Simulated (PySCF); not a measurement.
Structure from NMR data

The spectra below were simulated for a compound C₃H₅F.

¹H NMR (600 MHz, computed): δ 6.06 (m, 1H), 5.57 (m, 1H), 5.24 (m, 1H), 5.10 (dq, J = 53.9, 3.3 Hz, 2H).

¹³C{¹H} NMR (computed): δ 138.0 (CH, d, J = 13.5 Hz), 111.5 (CH2, d, J = 15.2 Hz), 86.8 (CH2, d, J = 243.0 Hz).

How the numbers were obtained: couplings computed with B3LYP/pcJ-1, structure optimised with PBE0-D3(BJ)/def2-SVP, shieldings: GIAO KT2/pcSseg-2, in PySCF 2.14 (rapidly exchanging positions averaged, single conformer, no relativistic terms, in vacuum).

Chemical shifts δ = σref − σ; TMS for ¹H (31.18 ppm), ¹³C (182.28 ppm), all at this level.

Deduce the structure.

Results:


1. Rings plus π bonds: 1 (no ring in the answer).
2. 3 carbon signals for 3 carbons: no two carbons are equivalent.
3. Carbon types of the structure: 1 × CH, 2 × CH2, which accounts for all hydrogens.
4. δC 138.0: alkene CH; as expected for a trigonal carbon in a double bond.
5. δC 111.5: terminal =CH2 carbon; as expected for a trigonal carbon in a double bond.
6. δC 86.8: allylic sp3 CH2 bonded to F; deshielded by the electronegative neighbour.
7. δH 6.06: hydrogen on an alkene CH; a vinylic proton, deshielded by the sp2 carbon and the C=C anisotropy.
8. δH 5.57, 5.24: hydrogen on a terminal =CH2 carbon; a vinylic proton, deshielded by the sp2 carbon and the C=C anisotropy.
9. δH 5.10: hydrogen on an allylic sp3 CH2 bonded to F; its carbon carries F, an electronegative neighbour.

These data were computed for Allyl Fluoride (FCC=C).

Common functionals overestimate the size of one-bond C–F couplings by tens of Hz; these are unscaled. Multiplet labels drop couplings under 1 Hz and merge nearly equal ones. Unscaled 3J(H,H) at this level run about 10 % above measured values. Shifts are as computed. Against solution values, carbons near 30 ppm lie about +3 ppm off and those near 130 ppm about -1 ppm. Of 1211 compounds with measured shifts, 218 miss one by over three times the rms of a fit or turn the order of signals round; such compounds aren't used in these exercises. Couplings across =CH–CH2 type bonds come from one rotamer and its mirror image, and can be 1–2 Hz further off. Vicinal couplings across rotatable single bonds and in flexible rings belong to the one computed conformer; a conformer average would change them.
